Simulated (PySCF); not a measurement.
sulfur dioxide (O2S), SMILES S(=O)=O.

The structure is a stationary point at B3LYP-D3(BJ)/def2-TZVP.

All values below come from PBE/def2-TZVPD in PySCF.

Symmetry labels are those of the subgroup C2v that the program uses (full group C2v).

Computed valence orbital energies around the gap with their symmetry:
| orbital | symmetry | energy (eV) |
|---|---|---|
| HOMO−7 | B2 | -26.45 |
| HOMO−6 | A1 | -15.79 |
| HOMO−5 | B1 | -12.37 |
| HOMO−4 | B2 | -12.13 |
| HOMO−3 | A1 | -12.11 |
| HOMO−2 | A2 | -9.42 |
| HOMO−1 | B2 | -8.74 |
| HOMO | A1 | -8.09 |
| LUMO | B1 | -4.47 |
| LUMO+1 | A1 | -0.57 |
| LUMO+2 | B2 | 0.10 |
| LUMO+3 | A1 | 0.22 |
